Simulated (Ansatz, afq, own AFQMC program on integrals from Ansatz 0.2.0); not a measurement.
AFQMC on a folder of integrals that Ansatz 0.2.0 wrote.

```yaml
crystal:
  periodic: [false, false, false]
  atoms:
    - {symbol: Al, position_ang: [0.000000, 0.233907, 0.576562]}
    - {symbol: N, position_ang: [0.000000, -0.481846, -1.006583]}
    - {symbol: H, position_ang: [0.000000, 0.434467, -1.446159]}
basis:
  gaussian: {orbitals: cc-pVDZ}
magnetization: {spin_polarized: true, initial_magnetization: 1}
correlation: {method: ccsd_t, electrons: outside_noble_gas, hamiltonian_folder: ham}
```

```sh
$ ansatz run in.yaml --threads 1 --pin off --events-out ev --progress --plain --max-ram 1382MiB
```

afq runs on the folder ham with

```
--method phaseless --trial hf --walkers 120 --populations 1 --least-time 40 --time-step 0.005 --steps-per-block 20 --equilibration-blocks 112 --max-blocks 600 --target-error 0.00108 --factor-cut 1e-05 --start spin_pure --seed 5903 --taylor-order 6
```

Times are imaginary, in 1/Eh. The walk had a cap of 678 s.

Log:

```
orbitals 31  electrons 5 4  factors 231 of 362
reference energy -296.87774581 Eh
CCSD correlation -0.22381861 Eh in 15 cycles, weight of the determinant in the CISD state 0.8017
energy of the start -296.879796 Eh
 block  time / (1/Eh)  mean weight  energy / Eh
     1     0.100  1.0004  -296.931273
     2     0.200  0.9998  -296.968154
     3     0.300  1.0014  -296.986718
     4     0.400  1.0004  -297.012250
     5     0.500  1.0018  -297.033055
     7     0.700  1.0010  -297.054410
     9     0.900  0.9996  -297.058626
    18     1.800  1.0023  -297.075374
    52     5.200  0.9993  -297.109350
    86     8.600  1.0000  -297.129683
   120    12.000  0.9991  -297.100889
   154    15.400  1.0022  -297.148464
   171    17.100  0.9980  -297.181204
   188    18.800  1.0001  -297.135239
   222    22.200  1.0012  -297.134725
   256    25.600  0.9983  -297.112286
   290    29.000  1.0018  -297.118075
   324    32.400  0.9988  -297.102124
   358    35.800  1.0011  -297.090012
   392    39.200  1.0002  -297.101858
   426    42.600  0.9974  -297.110899
   460    46.000  1.0001  -297.089858
   494    49.400  1.0022  -297.142497
   528    52.800  0.9988  -297.084832
   562    56.200  0.9971  -297.089804
   596    59.600  0.9986  -297.114080
   630    63.000  0.9999  -297.094061
   664    66.400  1.0006  -297.109908
   698    69.800  1.0000  -297.064349
blocks merged  error / Eh  count
     1  0.000861  600
     2  0.001139  300
     4  0.001480  150
     8  0.001825  75
    16  0.002280  37
    32  0.003059  18
    64  0.004041  9
energy -297.106065 +/- 0.003059 Eh
(rows thinned)
```

The run failed at least one of its tests; the cautions name the faults. The second half of the sampling lies above the first by 3.8 errors of their difference, so the energy may still be moving and its error bar be too small.

Against this walk (error 83.2 meV) on the same determinant: CCSD(T) 116.2 meV lower (within the noise), CCSDT(Q) 209.1 meV lower, a separate phaseless walk with a CISD trial and standard settings 146.8 ± 85.1 meV lower (within the noise). The error is statistical and leaves out the bias of the constraint. The determinant has ⟨S²⟩ = 0.86, so the low cluster orders mix in higher spin (the high orders can go on to a lower state of that spin), while the walk starts as a pure doublet. None of these is a sure reference here.

Cautions: constraint bias not in the error; error not settled; halves of the run differ; error above the target (83.2 against 29.4 meV); higher spins were not checked; an unrestricted solution with more broken spin lies lower (198 meV, ⟨S²⟩ 0.93); strong correlation (T1 0.069, weight of the determinant 0.80, largest double 0.07); unrestricted determinant spin contaminated (⟨S²⟩ 0.86 against 0.75); the bias of populations of 120 walkers isn't removed.

The walk took 3.3 min on 1 thread of Intel(R) Xeon(R) Platinum 8259CL CPU @ 2.50GHz (Skylake/Cascade Lake) (shared host). The log's last line is the phaseless energy.

CCSDT and higher add their correlation energy to the determinant of the CCSD(T) run, since their own runs factorise the integrals more tightly (a shift of under 2 meV). A walk keeps the symmetry of its determinant, which the program's search chose and which needn't be the lowest solution, so a lower state of the same spin and another symmetry isn't excluded.
